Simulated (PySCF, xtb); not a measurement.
allene cation (C3H4), SMILES C(=C)=C (connectivity only; charge and spin as stated), charge +1, multiplicity 2.

The structure is a stationary point at B3LYP-D3(BJ)/def2-TZVP. The multiplicity is an assumed one; other spin states were not compared.

Method: PySCF with IEF-PCM-PBE0/def2-SVP.

The values are the electrostatic part of the solvation free energy, E(continuum) − E(gas) at the gas-phase geometry, in a cavity of scaled van der Waals radii (PySCF's table); cavitation and dispersion terms are not included.

| solvent | ε | ΔG(elec) (kcal/mol) |
|---|---|---|
| water | 78.36 | ___ |
| n-hexane | 1.88 | -30.0 |
| chlorobenzene | 5.70 | -52.8 |

**Question.** What belongs in the gaps? (An estimate is asked for; the answer gives what the named calculation found.)

**Answer.** 
- water, ΔG(elec) (kcal/mol): -63.1

For comparison, GFN2-xTB/ALPB(water) (xtb, at the GFN2-xTB geometry, all terms of that model) gives -65.1 kcal/mol.
